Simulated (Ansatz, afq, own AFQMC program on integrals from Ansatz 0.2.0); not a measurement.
**CO, triplet → CO, quintet**

```yaml
atoms:
  - { symbol: O, position_ang: [0.0000, 0.0000, 0.0000] }
  - { symbol: C, position_ang: [0.0000, 0.0000, 1.1955] }
```

E(quintet, charge +0) − E(triplet, charge +0) at this geometry, on ROHF and UHF determinants.

Basis cc-pVQZ. Noble-gas cores (and the filled d shells of Ga–Kr and In–Xe) are frozen. Integrals, coupled cluster, full CI and functionals: Ansatz 0.2.0; the random walks run on the same integrals in our own AFQMC program. The CISD trial takes its coefficients from CCSD amplitudes. Released means that phaseless walkers are propagated on without the constraint, phases kept. ± is one standard error of the sampling. The errors of all members are added in quadrature.

No full CI on the walks' own integrals is used here. The released AFQMC energy serves as the reference, which it does only where one determinant dominates, the energy is flat over the last release times and near the phaseless one (40 meV or 2 meV an electron, half that with transition metals). On small molecules, where full CI could be run and the noise was under 10 meV, such values lay within 10 meV of it in 19 cases of 20, a flattering rate, since the rule was set on those same cases; what remains of the bias isn't in the error bar. Each member takes its own surest rung, up to full CI.

Errors are counted within cc-pVQZ, not against nature.

Cautions: CO (triplet): lower spins were not checked, a spin-contaminated unrestricted determinant lies lower (UHF 313 meV lower, ⟨S²⟩ 2.19), the released value is read at 2.40 1/Eh with a noise of 17 meV, more than in the cases checked (meV from the phaseless value at times in 1/Eh: -21 ± 11 at 0.24, -19 ± 7 at 0.51, -72 ± 17 at 0.99, -36 ± 29 at 1.62, -26 ± 17 at 2.40); CO (quintet): another spin lies lower, the released value is read at 2.40 1/Eh with a noise of 11 meV, more than in the cases checked (meV from the phaseless value at times in 1/Eh: 0 ± 4 at 0.24, -3 ± 3 at 0.51, -7 ± 5 at 0.99, -7 ± 7 at 1.62, -12 ± 11 at 2.40); the upper state may be diffuse, so the gap hangs on the basis.

```
level  vertical spin gap (kcal/mol)
 CCSD                         129.5
  MP2                         139.8
```

**Question.** From these cheaper values, estimate the vertical spin gap at the reference level in cc-pVQZ.

**Answer.** 135.0 ± 0.5 kcal/mol (AFQMC with the constraint released in cc-pVQZ).

```
        level  vertical spin gap (kcal/mol)  error against released AFQMC (kcal/mol)
           HF                          78.3                              -56.7 ± 0.5
      CCSD(T)                         135.5                                0.4 ± 0.5
ph-AFQMC/CISD                   134.7 ± 0.4                               -0.3 ± 0.6
```

Correlation beyond CCSD(T) changes it by less than twice the noise. The perturbative (T) step is worth +6.0 kcal/mol.

A walk keeps the symmetry of its determinant, which the program's search chose and which needn't be the lowest solution, so a lower state of the same spin and another symmetry isn't excluded. Released energies are given only where the last usable release times agree within the noise; a slower fall can still hide under it.
